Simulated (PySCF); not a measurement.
Point-charge models of `C/N=C/C1CC1` against its computed dipole.

Coordinates (GFN2-xTB, Å) and charges (e) from the PBE0/pcSseg-1 density (PySCF):

| atom | x | y | z | Mulliken | IAO | Hirshfeld | ESP-fitted |
| --- | --- | --- | --- | --- | --- | --- | --- |
| C1 | 2.768 | -0.318 | 0.027 | -0.1008 | -0.3027 | -0.0750 | -0.0231 |
| N2 | 1.426 | -0.793 | -0.088 | -0.4280 | -0.2799 | -0.1590 | -0.5404 |
| C3 | 0.459 | 0.004 | 0.012 | +0.1602 | +0.0349 | +0.0415 | +0.3733 |
| C4 | -0.924 | -0.458 | -0.105 | -0.2776 | -0.1449 | -0.0443 | -0.2009 |
| C5 | -1.989 | 0.207 | 0.730 | -0.1893 | -0.2894 | -0.0847 | -0.2735 |
| C6 | -1.947 | 0.452 | -0.738 | -0.1895 | -0.2895 | -0.0848 | -0.2870 |
| H7 | 3.251 | -0.852 | 0.847 | +0.1189 | +0.1554 | +0.0473 | +0.0949 |
| H8 | 2.839 | 0.765 | 0.204 | +0.0772 | +0.1056 | +0.0296 | +0.0046 |
| H9 | 3.300 | -0.571 | -0.891 | +0.1190 | +0.1555 | +0.0474 | +0.0932 |
| H10 | 0.591 | 1.085 | 0.192 | +0.0580 | +0.0861 | +0.0343 | +0.0652 |
| H11 | -1.011 | -1.521 | -0.285 | +0.1226 | +0.1629 | +0.0507 | +0.1471 |
| H12 | -2.772 | -0.416 | 1.133 | +0.1366 | +0.1556 | +0.0520 | +0.1517 |
| H13 | -1.683 | 1.005 | 1.391 | +0.1281 | +0.1474 | +0.0467 | +0.1174 |
| H14 | -2.700 | 0.000 | -1.365 | +0.1366 | +0.1556 | +0.0519 | +0.1571 |
| H15 | -1.613 | 1.418 | -1.086 | +0.1281 | +0.1473 | +0.0466 | +0.1203 |

Form Σ q r in debye for every column and set it beside the full dipole.

The full density gives (-0.48, 1.35, 0.20) D, 1.45 D in size; dipole vectors point from the negative to the positive end.

```
    scheme     μx    μy    μz  size (D)  share of the full size (%)  angle to the full dipole (°)
  Mulliken  -0.36  1.89  0.30      1.95                         135                             9
       IAO  -0.39  0.92  0.13      1.01                          69                             3
 Hirshfeld  -0.56  0.58  0.08      0.81                          56                            24
ESP-fitted  -0.44  1.37  0.21      1.45                         100                             2
```

Which set comes closest?

Length of the difference vector: ESP-fitted 0.04 D, IAO 0.45 D, Mulliken 0.56 D, Hirshfeld 0.78 D. Closest: ESP-fitted. 

What is left for the Hirshfeld atoms' own dipoles?

The Hirshfeld atoms' densities add up to the full density, so μ = Σ q r + Σ (atomic dipoles). The atomic dipoles sum to (-0.48, 1.35, 0.20) − (-0.56, 0.58, 0.08) = (0.08, 0.77, 0.12) D, 0.78 D in size.

With the origin at the mean of the coordinates, (0.000, 0.001, -0.001) Å, which are the largest single terms, by size, of the IAO dipole along the direction of the full one?

C1 +1.76, N2 +1.65, C6 -1.34, C5 -1.33, H7 -1.31 D; all 15 atoms together +1.01 D. The single terms depend on the origin, their sum doesn't.

Give the size of the full dipole in other units.

1.45 D = 0.570 au = 0.302 e·Å = 4.83 × 10⁻³⁰ C·m.

One conformer (not necessarily the lowest) at the GFN2-xTB geometry, without solvent, vibrations or thermal averaging.

Shape of the structure used: `[CH3:1]/[N:2]=[CH:3]/[CH:4]1[CH2:5][CH2:6]1`: N2–C3–C4–C5 145°.
